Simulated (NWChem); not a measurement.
The numbers come from NWChem runs, not from measurements. System: fluorine (F$_{2}$), charge 0, spin multiplicity 1, at a geometry optimised with PBE0/def2-SVP. Level: PBE/STO-3G.

NWChem printed:

```
             Northwest Computational Chemistry Package (NWChem) 7.3.0
             --------------------------------------------------------

                                NWChem Input Module
                                -------------------

 Scaling coordinates for geometry "geometry" by  1.889725989
 (inverse scale =  0.529177249)

 Turning off AUTOSYM since
 SYMMETRY directive was detected!

                             Geometry "geometry" -> ""
                             -------------------------

 Output coordinates in angstroms (scale by  1.889725989 to convert to a.u.)

  No.       Tag          Charge          X              Y              Z
 ---- ---------------- ---------- -------------- -------------- --------------
    1 F                    9.0000     0.00000000     0.00000000     0.68822600
    2 F                    9.0000     0.00000000     0.00000000    -0.68822600

 Effective nuclear repulsion energy (a.u.)      31.1404663359

            Nuclear Dipole moment (a.u.)
            ----------------------------
        X                 Y               Z
 ---------------- ---------------- ----------------
     0.0000000000     0.0000000000     0.0000000000

      Symmetry information
      --------------------

 Group name             D2h
 Group number             26
 Group order               8
 No. of unique centers     1

      Symmetry unique atoms

     1


 Summary of "ao basis" -> "" (spherical)
 ------------------------------------------------------------------------------
       Tag                 Description            Shells   Functions and Types
 ---------------- ------------------------------  ------  ---------------------
 *                           sto-3g                   on all atoms

  pbe96 is a nonlocal functional; adding pw91lda local functional.

                                 NWChem DFT Module
                                 -----------------

 Summary of "ao basis" -> "ao basis" (spherical)
 ------------------------------------------------------------------------------
       Tag                 Description            Shells   Functions and Types
 ---------------- ------------------------------  ------  ---------------------
 F                           sto-3g                  3        5   2s1p

 Summary of "ao basis" -> "ao basis" (spherical)
 ------------------------------------------------------------------------------
       Tag                 Description            Shells   Functions and Types
 ---------------- ------------------------------  ------  ---------------------
 F                           sto-3g                  3        5   2s1p

      Symmetry analysis of basis
      --------------------------

        ag          3
        au          0
        b1g         0
        b1u         3
        b2g         1
        b2u         1
        b3g         1
        b3u         1

            General Information
            -------------------
          SCF calculation type: DFT
          Wavefunction type:  closed shell.
          No. of atoms     :     2
          No. of electrons :    18
           Alpha electrons :     9
            Beta electrons :     9
          Charge           :     0
          Spin multiplicity:     1
          Use of symmetry is: on ; symmetry adaption is: on
          Maximum number of iterations: 100
          AO basis - number of functions:    10
                     number of shells:     6
          Convergence on energy requested:  1.00D-06
          Convergence on density requested:  1.00D-05
          Convergence on gradient requested:  5.00D-04

              XC Information
              --------------
          PerdewBurkeErnzerhof Exchange Functional  1.000
            Perdew 1991 LDA Correlation Functional  1.000 local
           PerdewBurkeErnz. Correlation Functional  1.000 non-local

             Grid Information
             ----------------
          Grid used for XC integration:  medium
          Radial quadrature: Mura-Knowles
          Angular quadrature: Lebedev.
          Tag              B.-S. Rad. Rad. Pts. Rad. Cut. Ang. Pts.
          ---              ---------- --------- --------- ---------
          F                   0.50       49           5.0       434
          Grid pruning is: on
          Number of quadrature shells:    49
          Spatial weights used:  Erf1

          Convergence Information
          -----------------------
          Convergence aids based upon iterative change in
          total energy or number of iterations.
          Levelshifting, if invoked, occurs when the
          HOMO/LUMO gap drops below (HL_TOL):  1.00D-02
          DIIS, if invoked, will attempt to extrapolate
          using up to (NFOCK): 10 stored Fock matrices.

                    Damping( 0%)  Levelshifting(0.5)       DIIS
                  --------------- ------------------- ---------------
          dE  on:    start            ASAP                start
          dE off:    2 iters        100 iters           100 iters

      Screening Tolerance Information
      -------------------------------
          Density screening/tol_rho:  1.00D-10
          AO Gaussian exp screening on grid/accAOfunc:  14
          CD Gaussian exp screening on grid/accCDfunc:  20
          XC Gaussian exp screening on grid/accXCfunc:  20
          Schwarz screening/accCoul:  1.00D-08

      Superposition of Atomic Density Guess
      -------------------------------------

 Sum of atomic energies:        -196.00288239

      Non-variational initial energy
      ------------------------------

 Total energy =    -195.520916
 1-e energy   =    -339.575553
 2-e energy   =     112.914171
 HOMO         =      -0.275152
 LUMO         =       0.087542

      Symmetry analysis of molecular orbitals - initial
      -------------------------------------------------

 !! scf_movecs_sym_adapt:    4 vectors were symmetry contaminated

  Symmetry fudging

 !! scf_movecs_sym_adapt:    4 vectors were symmetry contaminated

  Numbering of irreducible representations:

     1 ag          2 au          3 b1g         4 b1u         5 b2g
     6 b2u         7 b3g         8 b3u

  Orbital symmetries:

     1 b1u         2 ag          3 ag          4 b1u         5 ag
     6 b3u         7 b2u         8 b2g         9 b3g        10 b1u

------------------------------------------------------------
EAF file 0: "./mol.aoints.0" size=524288 bytes
------------------------------------------------------------
               write      read    awrite     aread      wait
               -----      ----    ------     -----      ----
     calls:        1         0         0         0         0
   data(b): 5.24e+05  0.00e+00  0.00e+00  0.00e+00
   time(s): 0.00e+00  0.00e+00  0.00e+00  0.00e+00  0.00e+00
rate(mb/s): 0.00e+00  0.00e+00
------------------------------------------------------------

 !! scf_movecs_sym_adapt:    4 vectors were symmetry contaminated

  Symmetry fudging

 !! scf_movecs_sym_adapt:    4 vectors were symmetry contaminated

   convergence    iter        energy       DeltaE   RMS-Dens  Diis-err    time
 ---------------- ----- ----------------- --------- --------- ---------  ------
 d= 0,ls=0.0,diis     1   -196.4766020230 -2.28D+02  3.40D-02  6.40D-02     0.3

 !! scf_movecs_sym_adapt:    2 vectors were symmetry contaminated

  Symmetry fudging
 d= 0,ls=0.0,diis     2   -196.4858695926 -9.27D-03  9.12D-03  6.84D-03     0.3

 !! scf_movecs_sym_adapt:    2 vectors were symmetry contaminated

  Symmetry fudging
 d= 0,ls=0.0,diis     3   -196.4871786290 -1.31D-03  2.44D-04  5.14D-06     0.3

 !! scf_movecs_sym_adapt:    4 vectors were symmetry contaminated

  Symmetry fudging

 !! scf_movecs_sym_adapt:    4 vectors were symmetry contaminated

 d= 0,ls=0.0,diis     4   -196.4871796185 -9.90D-07  1.02D-07  9.99D-13     0.3

         Total DFT energy =     -196.487179618457
      One electron energy =     -338.706199037148
           Coulomb energy =      131.902973179443
    Exchange-Corr. energy =      -20.824420096647
 Nuclear repulsion energy =       31.140466335895

 Numeric. integr. density =       18.000001975036

     Total iterative time =      0.2s

                  Occupations of the irreducible representations
                  ----------------------------------------------

                     irrep           alpha         beta
                     --------     --------     --------
                     ag                3.0          3.0
                     au                0.0          0.0
                     b1g               0.0          0.0
                     b1u               2.0          2.0
                     b2g               1.0          1.0
                     b2u               1.0          1.0
                     b3g               1.0          1.0
                     b3u               1.0          1.0

                       DFT Final Molecular Orbital Analysis
                       ------------------------------------

 Vector    7  Occ=2.000000D+00  E=-2.242980D-01  Symmetry=b3u
              MO Center= -6.2D-23, -1.5D-80,  7.6D-18, r^2= 7.9D-01
   Bfn.  Coefficient  Atom+Function         Bfn.  Coefficient  Atom+Function
  ----- ------------  ---------------      ----- ------------  ---------------
     3      0.686862  1 F  px                 8      0.686862  2 F  px

 Vector    8  Occ=2.000000D+00  E=-8.717686D-02  Symmetry=b3g
              MO Center=  6.8D-82, -6.3D-40,  9.2D-18, r^2= 8.1D-01
   Bfn.  Coefficient  Atom+Function         Bfn.  Coefficient  Atom+Function
  ----- ------------  ---------------      ----- ------------  ---------------
     4      0.729254  1 F  py                 9     -0.729254  2 F  py

 Vector    9  Occ=2.000000D+00  E=-8.717686D-02  Symmetry=b2g
              MO Center= -2.4D-39, -8.9D-82,  9.2D-18, r^2= 8.1D-01
   Bfn.  Coefficient  Atom+Function         Bfn.  Coefficient  Atom+Function
  ----- ------------  ---------------      ----- ------------  ---------------
     3      0.729254  1 F  px                 8     -0.729254  2 F  px

 Vector   10  Occ=0.000000D+00  E= 7.888410D-02  Symmetry=b1u
              MO Center=  2.6D-39,  1.8D-40, -5.6D-17, r^2= 7.2D-01
   Bfn.  Coefficient  Atom+Function         Bfn.  Coefficient  Atom+Function
  ----- ------------  ---------------      ----- ------------  ---------------
     5      0.807790  1 F  pz                10      0.807790  2 F  pz
     2     -0.222929  1 F  s                  7      0.222929  2 F  s
     1      0.045256  1 F  s                  6     -0.045256  2 F  s

 center of mass
 --------------
 x =   0.00000000 y =   0.00000000 z =   0.00000000

 moments of inertia (a.u.)
 ------------------
          64.269784759100           0.000000000000           0.000000000000
           0.000000000000          64.269784759100           0.000000000000
           0.000000000000           0.000000000000           0.000000000000

     Multipole analysis of the density
     ---------------------------------

     L   x y z        total         alpha         beta         nuclear
     -   - - -        -----         -----         ----         -------
     0   0 0 0     -0.000000     -9.000000     -9.000000     18.000000

     1   1 0 0      0.000000      0.000000      0.000000      0.000000
     1   0 1 0      0.000000      0.000000      0.000000      0.000000
     1   0 0 1      0.000000      0.000000      0.000000      0.000000

     2   2 0 0     -5.832493     -2.916246     -2.916246      0.000000
     2   1 1 0      0.000000      0.000000      0.000000      0.000000
     2   1 0 1      0.000000      0.000000      0.000000      0.000000
     2   0 2 0     -5.832493     -2.916246     -2.916246      0.000000
     2   0 1 1      0.000000      0.000000      0.000000      0.000000
     2   0 0 2     -5.603825    -18.024985    -18.024985     30.446146

 Task  times  cpu:        0.3s     wall:        0.3s

 Total times  cpu:        0.4s     wall:        0.4s
```

### Question
Write an NWChem input that would produce this output.

### Answer
Several could match; the one computed here: 
```
start mol
memory heap 200 mb stack 800 mb global 1000 mb
geometry units angstroms nocenter noautoz
  F      0.000000     0.000000     0.688226
  F      0.000000     0.000000    -0.688226
  symmetry group D2h
end
basis spherical
  * library sto-3g
end
dft
  xc xpbe96 cpbe96
  semidirect memsize 60000000 filesize 0
  iterations 100
end
task dft energy
```
